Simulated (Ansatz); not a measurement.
```yaml
crystal:
  periodic: [false, false, false]
  atoms:
    - {symbol: C, position_ang: [-1.201396, -1.914991, 1.655500]}
    - {symbol: C, position_ang: [0.497542, -0.742271, -0.220997]}
    - {symbol: F, position_ang: [2.282740, -2.289917, -1.159532]}
    - {symbol: C, position_ang: [0.417650, 1.607349, -1.089315]}
    - {symbol: O, position_ang: [1.828066, 2.532425, -2.962107]}
    - {symbol: F, position_ang: [-1.276543, 3.252588, -0.168520]}
    - {symbol: H, position_ang: [-0.124236, -2.592945, 3.283999]}
    - {symbol: H, position_ang: [-2.180968, -3.537042, 0.828896]}
    - {symbol: H, position_ang: [-2.603887, -0.558920, 2.309217]}
    - {symbol: H, position_ang: [2.517691, 4.146781, -2.471662]}
basis:
  gaussian: {orbitals: x2c-TZVPPall}
hamiltonian: {xc: {name: PBE0-DH}}
scf: {lower_state_search: light}
output: {forces: true}
```

```sh
$ ansatz run in.yaml --threads 4 --pin off --events-out ev --progress --plain --max-ram 10444MiB
```

It prints (some lines left out):

```
Functional definition: PBE0-DH
1465 factors; integrals over basis functions are off by at most 8.8e-4 eV
mean field evaluation 1: about -10572.6837 eV, gradient 1.0e2 eV
mean field evaluation 2: about -10572.7318 eV, gradient 1.0e2 eV
mean field evaluation 4: about -10355.7430 eV, gradient 2.2e2 eV
mean field evaluation 8: about -10606.4720 eV, gradient 9.7e0 eV
mean field evaluation 16: about -10607.3401 eV, gradient 2.7e-6 eV
mean field -10607.34008199 eV, -389.8125580997 hartree, gradient 3.8e-6 eV, S^2 0.000000; 2 other end points of the search recorded, 0 dependent functions left out; unrestricted orbitals would lower it
6 core orbitals not correlated: weight in the atoms' cores, before any rotation towards them, 1.000 or more for the frozen orbitals, at most 0.000 for the correlated occupied ones
reference -10607.34011062 eV, -389.8125591520 hartree; 18, 18 occupied and 218, 218 virtual orbitals, 1465 factors
second order -57.15772761 eV of doubles, -0.00000000 eV of singles
Total energy: -10614.48482657 eV, -390.0751226203 hartree
Relativity: scalar
Atom 0 at    -1.201396    -1.914991     1.655500 Å, force    -1.147817    -0.969376     1.312375 eV/Å
Atom 1 at     0.497542    -0.742271    -0.220997 Å, force     0.676991    -1.250739    -0.100689 eV/Å
Atom 2 at     2.282740    -2.289917    -1.159532 Å, force    -1.891846     1.572577     1.016136 eV/Å
Atom 3 at     0.417650     1.607349    -1.089315 Å, force    -0.208596     1.736053    -0.616157 eV/Å
Atom 4 at     1.828066     2.532425    -2.962107 Å, force     0.340494     2.737142     2.798655 eV/Å
Atom 5 at    -1.276543     3.252588    -0.168520 Å, force     1.711536    -1.669391    -0.865069 eV/Å
Atom 6 at    -0.124236    -2.592945     3.283999 Å, force    -1.636438     1.126513    -2.670109 eV/Å
Atom 7 at    -2.180968    -3.537042     0.828896 Å, force     1.631032     2.626434     1.235465 eV/Å
Atom 8 at    -2.603887    -0.558920     2.309217 Å, force     2.317015    -2.073971    -1.142877 eV/Å
Atom 9 at     2.517691     4.146781    -2.471662 Å, force    -1.792372    -3.835241    -0.967730 eV/Å
Dipole moment:    -0.397396    -0.353785     0.836576 e Å
```

Task: What is wrong with this run?

Result: The coordinates are in bohr but typed as ångström. The calculation finished and met its thresholds. The result belongs to that input, not to the molecule as meant.
